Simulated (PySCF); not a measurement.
Molecule: `InChI=1S/C3H5FOS/c4-3-1-6(5)2-3/h3H,1-2H2/t3-,6+`.

Bonds (- single, = double, # triple, : aromatic): O1=S2, S2-C3, C3-C4, C4-F5, C4-C6, C6-S2. C3 carries H7, H8; C4 carries H9; C6 carries H10, H11. Stereochemistry as in O=[S@]1C[C@@H](F)C1. H8, H10 are cis to F5 on the ring; H7, H11 are trans to F5 on the ring.

Frames of a GFN2-xTB Langevin trajectory at 600 K; GIAO PBE0/pcSseg-1 shieldings in PySCF 2.14.0 with density-fitted response routines, gas phase, non-relativistic; equivalent atoms averaged within each frame.

Referencing at the same level of theory: H2O for ¹⁷O (σ = 336.08 ppm); CS2 for ³³S (σ = 503.73 ppm); ¹³C (σ = 186.93 ppm), ¹H (σ = 31.72 ppm) against TMS; ¹⁹F (σ = 170.95 ppm) vs CFCl3. The references are static minima.

How do the shifts (ppm) fluctuate along the trajectory?

Results:


```tsv
time (fs)	O1	S2	C4	C3/C6	F5	H9	H8/H10	H7/H11
250	135.5	353	92.7	78.1	-132.6	6.10	5.20	4.15
425	131.0	309	80.2	63.0	-156.4	4.45	2.94	2.61
625	90.5	331	77.2	75.5	-191.0	4.27	4.75	3.87
800	127.6	288	82.8	75.8	-117.0	6.28	4.20	4.00
1000	99.8	299	82.3	75.9	-161.9	4.77	5.09	4.68
mean of frames	116.9	316	83.0	73.7	-151.8	5.18	4.43	3.86
standard deviation	20.3	26	5.9	6.0	28.5	0.94	0.92	0.76
```

5 frames give an uncertainty of the mean of about the standard deviation over 2.2 at best, since frames this close in time may not be independent; classical motion lacks zero-point vibration, and the reference would need the same averaging.
